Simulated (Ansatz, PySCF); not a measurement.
System: C₂H₄Cl, net charge 0, doublet state. It need not be the lowest isomer of its formula. 
Structure (B3LYP-D3(BJ)/def2-TZVP (Ansatz, an electronic-structure program) minimum search):
SMILES: C[CH]Cl
```xyz
7

C      0.0564     0.7313    -0.1308
C      1.5231     0.6764     0.0481
Cl    -0.8683    -0.7044     0.0493
H     -0.4610     1.5395    -0.6239
H      1.9378     1.6857     0.0383
H      1.7926     0.1987     0.9939
H      2.0151     0.1039    -0.7502
```
Charge 0, spin multiplicity 2.

Total electronic energies in hartree. Valence correlation only, unless marked. Open shells are spin-unrestricted. No spin-orbit coupling. No relativistic terms. CBS marks a two-point X^-3 extrapolation of the correlation energy; Hartree-Fock from the larger set. [CCSD(T)-MP2]/basis is that difference in the basis named.

```csv
level,program,energy (Eh)
HF-D4/def2-TZVPD,PySCF + dftd4,-537.57866
SVWN5/def2-TZVPD,Ansatz,-536.57233
TPSS/def2-TZVPD,PySCF,-538.84568
M06-L/def2-TZVPD,PySCF,-538.78781
r2SCAN-D4/def2-TZVPD,Ansatz + dftd4,-538.72982
BHLYP-D3(BJ)/def2-TZVPD,Ansatz + dftd3,[?]
r2SCANh/def2-TZVPD,Ansatz,-538.72496
CAM-B3LYP-D3(BJ)/def2-TZVPD,Ansatz + dftd3,[?]
wB97X-V/def2-TZVPD,Ansatz,[?]
PBE-QIDH/def2-TZVPD,Ansatz,-538.45670
RPA@PBE/cc-pV(T+d)Z,Ansatz,-538.41469
RI-MP2/cc-pV(T+d)Z,Ansatz,-538.08146
"RI-MP2/CBS(cc-pV(T+d)Z,cc-pV(Q+d)Z)",Ansatz,-538.1593
CCSD/cc-pV(T+d)Z,Ansatz,-538.12356
"RI-MP2/CBS(cc-pV(T+d)Z,cc-pV(Q+d)Z)+[CCSD(T)-MP2]/cc-pV(T+d)Z",Ansatz,-538.2233
```

Task: Some entries are withheld; supply them.

Result: 
- BHLYP-D3(BJ)/def2-TZVPD, energy (Eh): -538.76194
- CAM-B3LYP-D3(BJ)/def2-TZVPD, energy (Eh): -538.77656
- wB97X-V/def2-TZVPD, energy (Eh): -538.71294
